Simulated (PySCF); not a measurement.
**NH3 (ammonia) at 6 levels**

We compute a comparison of 6 runs (B2PLYP/6-31G, PBE0/6-31G, SVWN5/6-31G, MP2/6-31G, UMP2/6-31G, FCI/6-31G) of NH3 (ammonia). Input form: a Python script.

Program for the calculation: PySCF 2.14.0.

2 further runs of the same task are left out: 2 set aside as unsound or not needed.

## 1. The molecule

NH3: 4 atoms, total charge 0, spin state singlet. SMILES: `N`. The N1–H2 distance was set to 1.519 Å, away from the relaxed value. At this shape a bond of the SMILES string is far longer than usual.

Bond lengths: N1–H3 1.013 Å, N1–H4 1.013 Å. Angles: H3–N1–H4 107.7°. A long bond or contact: N1–H2 1.519 Å.

## 2. A single-point energy at B2PLYP/6-31G (run 1)

Input file calc.py:

```python
from pyscf import gto, dft, mp

mol = gto.Mole()
mol.atom = '''
N       -0.348224       0.514498      -0.214621
H        0.491930      -0.300470       0.753380
H       -1.172024      -0.028952      -0.441031
H        0.188126       0.629918      -1.065771
'''
mol.max_memory = 1860
mol.verbose = 3
mol.basis = '6-31g'
mol.build()

mf = dft.RKS(mol)
mf.xc = '0.53*HF + 0.47*B88, 0.73*LYP'
mf.conv_tol = 1e-10
mf.grids.level = 5
mf.kernel()
if not mf.converged:
    mf = mf.newton().run(mf.mo_coeff, mf.mo_occ)

pt = mp.MP2(mf, frozen=1).run()
energy = mf.e_tot + 0.27 * pt.e_corr
print('PT2 part  %.8f' % (0.27 * pt.e_corr))
print('Final energy', energy)
```

The run is started by

```bash
$ OMP_NUM_THREADS=1 python calc.py
```

What it wrote:

```text
converged SCF energy = -56.3150520011749
E(RMP2) = -56.482184428036  E_corr = -0.167132426861089
E(SCS-RMP2) = -56.4875925710805  E_corr = -0.172540569905589
PT2 part  -0.04512576
Final energy -56.3601777564274
```

Wall time 1.5 s (1 thread of Arm Neoverse V2, shared host); peak memory 0.17 GiB.

## 3. The energy at PBE0/6-31G (run 2)

Input file calc.py:

```python
from pyscf import gto, dft

mol = gto.M(
    atom=[
    ('N', (-0.348224, 0.514498, -0.214621)),
    ('H', (0.491930, -0.300470, 0.753380)),
    ('H', (-1.172024, -0.028952, -0.441031)),
    ('H', (0.188126, 0.629918, -1.065771)),
],
    verbose=3,
    basis='6-31g',
    charge=0,
    max_memory=1860,
)

mf = dft.RKS(mol)
mf.xc = 'pbe0'
mf.grids.level = 5
mf.conv_tol = 1e-10
mf.kernel()
if not mf.converged:
    mf = mf.newton().run(mf.mo_coeff, mf.mo_occ)

e_final = mf.e_tot
print('E(%s) = %.9f' % ('PBE0', e_final))
```

The run is started by

```bash
$ OMP_NUM_THREADS=1 python calc.py
```

What it wrote:

```text
converged SCF energy = -56.3751650974332
E(PBE0) = -56.375165097
```

Run time: 1.4 s. Hardware: 1 thread of Arm Neoverse V2, shared host; peak memory 0.16 GiB.

## 4. A single-point energy at SVWN5/6-31G (run 3)

Input file input.py:

```python
from pyscf import gto, dft

system = gto.M(
    atom='''
N   -0.348224   0.514498  -0.214621
H    0.491930  -0.300470   0.753380
H   -1.172024  -0.028952  -0.441031
H    0.188126   0.629918  -1.065771
''',
    verbose=4,
    basis='6-31g',
    charge=0,
    max_memory=1860,
)

mf = dft.RKS(system)
mf.xc = 'svwn'
mf.conv_tol = 1e-10
mf.grids.level = 5
mf.kernel()
if not mf.converged:
    mf = mf.newton().run(mf.mo_coeff, mf.mo_occ)

energy = mf.e_tot
print('E(%s) = %.9f' % ('SVWN5', energy))
```

The run is started by

```bash
$ OMP_NUM_THREADS=1 python input.py
```

What it wrote:

```text
PySCF version 2.14.0

[... 72 lines left out ...]
converged SCF energy = -55.9649161058143
E(SVWN5) = -55.964916106
```

It took 1.2 s on 1 thread of Arm Neoverse V2, shared host; peak memory 0.13 GiB.

Runs 4 to 5 aren't shown in full; the table further down has their settings and results.

## 5. The energy at FCI/6-31G (run 6)

Input file input.xyz:

```xyz
4

N     -0.348224     0.514498    -0.214621
H      0.491930    -0.300470     0.753380
H     -1.172024    -0.028952    -0.441031
H      0.188126     0.629918    -1.065771
```

Input file calc.py:

```python
from pyscf import gto, scf, mcscf
from pyscf import fci

mol = gto.Mole()
mol.atom = 'input.xyz'
mol.basis = '6-31g'
mol.verbose = 4
mol.max_memory = 1860
mol.build()

mf = scf.RHF(mol)
mf.conv_tol = 1e-10
mf.kernel()
if not mf.converged:
    mf = mf.newton().run(mf.mo_coeff, mf.mo_occ)

cas = mcscf.CASCI(mf, mf.mo_coeff.shape[-1] - 1, (mol.nelec[0] - 1, mol.nelec[1] - 1))  # full CI above the frozen core
cas.fcisolver = fci.direct_spin0.FCI(mol)  # even spin states alone
cas.kernel()
print('<S^2> = %.4f' % cas.fcisolver.spin_square(cas.ci, cas.ncas, cas.nelecas)[0])
energy = cas.e_tot
print('E = %.10f Eh' % energy)
```

The run is started by

```bash
$ OMP_NUM_THREADS=1 python calc.py
```

What it wrote:

```text
PySCF version 2.14.0

[... 58 lines left out ...]
converged SCF energy = -56.066187599523
[... 1 line left out ...]
******** <class 'pyscf.mcscf.casci.CASCI'> ********
CAS (4e+4e, 14o), ncore = 1, nvir = 0
natorb = False
canonicalization = True
sorting_mo_energy = False
******** <class 'pyscf.fci.direct_spin0.FCISolver'> ********
max. cycles = 100
conv_tol = 1e-10
davidson only = False
linear dependence = 1e-14
level shift = 0.001
max iter space = 12
nroots = 1
pspace_size = 400
spin = None
Density matrix diagonal elements [1.97953494 1.96695032 1.92573781 1.94439377 0.08094342 0.02088683
 0.01607183 0.0044427  0.01523165 0.01278067 0.00546293 0.01072241
 0.01189833 0.0049424 ]
CASCI converged
CASCI E = -56.2190080448131  E(CI) = -19.2935699048793  S^2 = 0.0000000
<S^2> = 0.0000
E = -56.2190080448 Eh
```

It took 22 s on 1 thread of Arm Neoverse V2, shared host; peak memory 0.33 GiB.

## 6. All runs side by side

| run | level | frozen core orbitals | integration grid | energy (Eh) | dipole moment (D) of the reference | HOMO energy (eV) | LUMO energy (eV) | wall time |
| --- | --- | --- | --- | --- | --- | --- | --- | --- |
| 1 | B2PLYP/6-31G | 1 | 5 | -56.360178 | 2.14 | -8.48 | 0.92 | 1.5 s |
| 2 | PBE0/6-31G | – | 5 | -56.375165 | 2.14 | -6.84 | -0.50 | 1.4 s |
| 3 | SVWN5/6-31G | – | 5 | -55.964916 | 2.18 | -5.00 | -1.63 | 1.2 s |
| 4 | MP2/6-31G | 1 | – | -56.196803 | 2.20 | -11.12 | 3.41 | 0.64 s |
| 5 | UMP2/6-31G | 1 | – | -56.186750 | 2.17 | -10.76 | 3.75 | 0.72 s |
| 6 | FCI/6-31G | 1 | – | -56.219008 | 2.20 | -11.12 | 3.41 | 22 s |

## 7. Summary of results

| quantity | value |
| --- | --- |
| run 6: total energy | -56.21901 Eh |
| run 6: dipole moment (Hartree–Fock density) | 2.20 D |
| run 6: HOMO energy (Hartree–Fock orbitals) | -11.12 eV |
| run 6: LUMO energy (Hartree–Fock orbitals) | 3.41 eV |
| run 6: HOMO–LUMO gap (Hartree–Fock orbitals) | 14.53 eV |
| run 6: correlation energy (1 core orbital frozen) | -152.8 mEh |

Against full CI in this basis: MP2 +22.2 mEh; UMP2 +32.3 mEh. Over runs 1, 2, 3 the dipole moment (its size) runs from 2.14 D (B2PLYP/6-31G) to 2.18 D (SVWN5/6-31G). A double hybrid's value is that of its SCF part. Over runs 1, 2, 3 the HOMO–LUMO gap runs from 3.38 eV (SVWN5/6-31G) to 9.41 eV (B2PLYP/6-31G). Totals of different functionals can't be ranked against each other. Spin contamination of the reference: run 5 ⟨S²⟩ = 0.18. All runs together took 27 s, the longest 22 s.
